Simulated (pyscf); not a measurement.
PySCF, gas phase, ωB97X-D3(BJ)/def2-SVP geometries.

Problem. Estimate by transition-state theory (the high-pressure limit) the rate constant of [O=Nb(Cl)–Cl]• + water (H₂O) → [HO–Nb(OH)(Cl)–Cl]• (doublet surface; H–O broken, H–O, Nb–O formed) at 900 K, with ωB97M-D3(BJ)/def2-TZVP energies (ideal gas, 1 atm, RRHO with modes under 100 cm⁻¹ raised to 100, one conformer, R ln 2 for chiral ones without a mode under 150 cm⁻¹; no tunnelling).

Solution. The electronic barrier is 2.3 kcal/mol and the thermal terms add +30.2, so ΔG‡ = 32.5 kcal/mol. With k_BT/h = 1.88e+13 s⁻¹ and RT = 1.788 kcal/mol, and a volume of 1.23e-19 cm³ per molecule at 1 atm, k = 2.9e-14 cm³ molecule⁻¹ s⁻¹. The product is born with the 38 kcal/mol of the reverse barrier and needs collisions to keep. Wigner's tunnelling factor for 1707i cm⁻¹ would be 1.31. A shift of 1 kcal/mol in the barrier changes k by a factor 1.7. On the reactant side the descent ends in an adduct with a Nb–O contact, 28.1 kcal/mol under the separated species and 28.5 kcal/mol under the saddle at ωB97X-D3(BJ)/def2-TZVP. What is counted as formed (Nb–O) is already present as a longer contact in the reactant adduct; forming that adduct is a step of its own. At the saddle there is also a short H–Nb contact that neither side keeps. This is the saddle that the search found; another between the same sides may lie lower. Open-shell species with a d-block atom are single-reference here; other states, and whether the spin sits on metal or ligand, were not checked. Elements past Kr carry the def2 core potentials, without spin-orbit coupling.
